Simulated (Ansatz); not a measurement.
1T (CdI2-type) ZrSe2, treated with PBE0-D3(BJ) (Ansatz, a first-principles code, plane waves, PAW).

The input as run:

Ansatz 0.2 input:
```yaml
crystal:
  lattice:
    - [1.8663850028, -3.2326736513, 0.0]
    - [1.8663850028, 3.2326736513, 0.0]
    - [0.0, 0.0, 5.9883234541]
  atoms:
    - { symbol: Zr, position: [0.0, 0.0, 0.0] }
    - { symbol: Se, position: [0.3333333333, 0.6666666667, 0.2629086781] }
    - { symbol: Se, position: [0.6666666667, 0.3333333333, 0.7370913219] }
basis:
  ecutwfc: 460
  ecutrho_ratio: 4
  xc_grid: 2
kpoints:
  mp_grid: { grid: [9, 9, 4] }
hamiltonian:
  xc: pbe0
  dispersion: d3bj
  pseudopotentials: { kind: paw }
scf:
  occupations: { method: fermi_dirac, width: 0.01 }
  convergence: { dr2_threshold: 0.0000000003 }
output:
  forces: true
  stress: true
  eigenvalues: true
```

Excerpt of the program's output:

```
WARN output.stress: scf.exx.energy_threshold = 1e-6 eV is looser than the 3e-8 eV advised for a stress under a hybrid functional (1e-8 eV for each atom of the …
Crystal: 3 atoms, lattice volume = 72.260 Å³
Basis set: ecut = 460 eV, 1641 PW (Γ), exchange–correlation on 54×54×90 points (8 copies of the dense FFT grid, shifted against one another)
Bands: 27, of which v1, the nominal top of the filled ones, is band 22 counted from 1 (21 counted from 0)
Symmetry: 12 space group operations
Space group: P-3m1 (ITA 164), of the structure as read, at distance tolerance 4.2e-5 Å
k-points: 43 of 324
Functional: x = pbe(κ = 0.804, μ = 0.2195149727645171), c = pbe(β = 0.06672455060314922), warm-up for x = 0.75 pbe(κ = 0.804, μ = 0.2195149727645171) + 0.25 exact, c = pbe(β = 0.06672455060314922)
SCF iter   1: F=—  HF=-15127.331187 eV  |F-HF|=—  |Δ(HF+E_count)|=         —  Δρ=1.55e-3  dr2=2.74e-3
SCF iter   2: F=—  HF=-15127.332306 eV  |F-HF|=—  |Δ(HF+E_count)|=   1.12e-3  Δρ=1.36e-3  dr2=4.06e-3
  ...
SCF 1 converged in 8 iterations: F = -15127.331774 eV  dr2 = 1.11e-10
Crystal: 3 atoms, lattice volume = 72.260 Å³
Initial density: handed on by an earlier stage of this run
Functional: x = 0.75 pbe(κ = 0.804, μ = 0.2195149727645171) + 0.25 exact, c = pbe(β = 0.06672455060314922)
Crystal: 3 atoms, lattice volume = 72.260 Å³
Crystal: 3 atoms, lattice volume = 72.260 Å³
SCF iter   2: F=—  HF=-15132.533369 eV  |F-HF|=—  |Δ(HF+E_count)|=   1.93e-9  Δρ=1.25e-6  dr2=8.57e-10
SCF iter   3: F=-15132.533369 eV  HF=-15132.533369 eV  |F-HF|=4.91e-11  |Δ(HF+E_count)|=  7.28e-12  Δρ=7.33e-7  dr2=1.47e-10
SCF 4 converged in 3 iterations: F = -15132.533369 eV  dr2 = 1.47e-10
Free energy (F): -15132.533369 eV
Internal energy: -15132.533369 eV  (E = F + TS)
E sigma→0 (E₀):  -15132.533369 eV
Fermi energy:    9.852899 eV
--- Stress (GPa, compression-positive) ---
       -0.003523      -0.000000      -0.000000
       -0.000000      -0.003523      -0.000000
       -0.000000      -0.000000       0.005861
  P = ⅓ Tr σ = -0.0004 GPa (-0.004 kbar)
```

The PAW data were made under PBE.

Computing time: roughly 4 core-minutes.
